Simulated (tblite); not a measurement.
trans-2,3-dimethylthiirane, C₄H₈S.
SMILES: `C[C@@H]1S[C@H]1C`

Computed values, GFN2-xTB/tblite, gas phase, harmonic and unscaled. Against measured fundamentals such values can be off by several per cent, at times by over 20.

Harmonic wavenumbers (cm⁻¹): 168.2, 177.8, 212.7, 284.8, 321.6, 435.8, 659.5, 664.6, 877.2, 947.9, 979.3, 1015.0, 1063.1, 1073.8, 1109.3, 1145.6, 1199.3, 1268.8, 1384.3, 1406.1, 1406.3, 1474.8, 1476.6, 1486.6, 1486.9, 3000.6, 3007.4, 3008.9, 3011.6, 3035.0, 3035.8, 3041.4, 3042.4.

A = 5513, B = 3519, C = 2398 MHz; mass 88.035 u (most abundant isotopes); point group C2, symmetry number 2.

Zero-point energy?

Half the sum of the wavenumbers: 23955 cm⁻¹ = 286.56 kJ/mol.

What is S at 200 K and 1 bar for an ideal gas of classical rigid rotors and harmonic oscillators?

Translation 156.40, rotation 99.45, vibration 29.04: S = 284.9 J/(mol K).

And Cp and H(200 K) − H(0)?

Cp = 76.13 J/(mol K), of which vibrations give 42.87 (their classical limit is 33 R = 274.4); H(200 K) − H(0) = 10.41 kJ/mol without the zero-point energy, 3.76 from vibrations.

What must be added to the electronic energy to get the Gibbs energy at 200 K and 1 bar?

ZPE + [H(200 K) − H(0)] − T·S = 286.56 + 10.41 − 56.98 = 239.99 kJ/mol.

How do the functions run with temperature in this model?

```csv
T (K),S (J/(mol K)),Cp (J/(mol K)),H − H(0) (kJ/mol),G − H(0) (kJ/mol),ln q(vib)
150,264.7,65.0,6.88,-32.82,0.70
250,303.1,87.9,14.50,-61.28,1.82
298.15,319.6,100.1,19.03,-76.28,2.40
400,352.8,126.6,30.58,-110.54,3.69
600,412.8,170.1,60.49,-187.21,6.36
900,490.7,213.5,118.54,-323.08,10.39
```

q(vib) and H(0) count from the zero-point level.

Which modes carry the vibrational entropy at 200 K?

168.2 cm⁻¹: 7.22; 177.8 cm⁻¹: 6.81; 212.7 cm⁻¹: 5.54; 284.8 cm⁻¹: 3.67; 321.6 cm⁻¹: 2.98; 435.8 cm⁻¹: 1.56 J/(mol K); the other 27 give 1.27 together.

Hindered rotation and anharmonicity are outside this model. The structure is chiral; the term R ln 2 for an equal mix with its mirror image is left out.

Hardware: an Arm Neoverse V2 with one thread, on a shared host. This covers the Hessian and the dipole derivatives.
